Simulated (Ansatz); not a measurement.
Isomers and spin states of SiNH$_{2}$

Ansatz 0.2.0, basis cc-pVDZ; geometries are PBE0/def2-TZVP minima. Wave-function levels freeze the cores; HF, MP2 and coupled cluster are restricted for singlets and unrestricted otherwise, Kohn–Sham unrestricted where that lies lower. The reference is CCSDT(Q) (coupled cluster only where its series has nearly closed). Semilocal and hybrid functionals correlate all electrons outside any core potential and usually lie nearer their basis limit than the reference, so part of their error here is the reference's basis and frozen-core error; RPA and the MP2 part of double hybrids freeze the same cores as the reference. None of these values is a measured one. Energies are electronic, without zero-point terms. The set is small: such energies can lie up to about 0.3 eV from the limit, spin gaps mostly less, so near ties and functionals' places can change in larger sets. No spin–orbit coupling and no scalar relativity. The species are chosen: bound, without strong static correlation by their natural occupations or amplitudes, and with a ladder that closes on the reference, so errors are smaller than for species at large; levels whose determinant breaks symmetry or spin markedly are left out.

A. doublet; N–Si 1.705, N–H 1.010, angles at N 111/124°. Coordinates (Å): Si 0.000 0.000 0.646; N 0.000 0.000 -1.060; H 0.000 0.835 -1.629; H 0.000 -0.835 -1.629
B. quartet; N–Si 1.803, Si–H 1.495, N–H 1.024, angles at N 113°, angles at Si 111°. Coordinates (Å): Si 0.009 -0.104 0.602; N -0.087 0.144 -1.181; H 0.266 1.183 1.319; H 0.683 -0.298 -1.691
C. doublet; N–Si 1.594, Si–H 1.515, N–H 1.008, angles at N 134°, angles at Si 110°. Coordinates (Å): Si 0.000 -0.122 0.533; N 0.000 0.188 -1.030; H 0.000 1.173 1.320; H 0.000 -0.385 -1.859

Task: From bonding and spin, estimate the order of these in energy at CCSDT(Q), each at its own geometry.

Result: At CCSDT(Q), above the lowest of those listed: A (0.000 eV), C (0.995 eV), B (3.551 eV).

| level | C less A (eV) | B less A (eV) |
| --- | --- | --- |
| CCSDT(Q) | 0.995 | 3.551 |
| CCSD | 1.135 | 3.504 |
| CCSD(T) | 1.046 | 3.553 |
| CCSDT | 1.017 | 3.544 |
| PBE | 0.893 | 3.589 |
| r2SCAN | 0.897 | 3.317 |
| PBE0 | 1.077 | 3.510 |
| wB97M-V | 1.103 | 3.848 |
| B2PLYP | 0.974 | 3.639 |

Every level shown puts the same form lowest.

The geometries are PBE0's, not this basis's own minima.
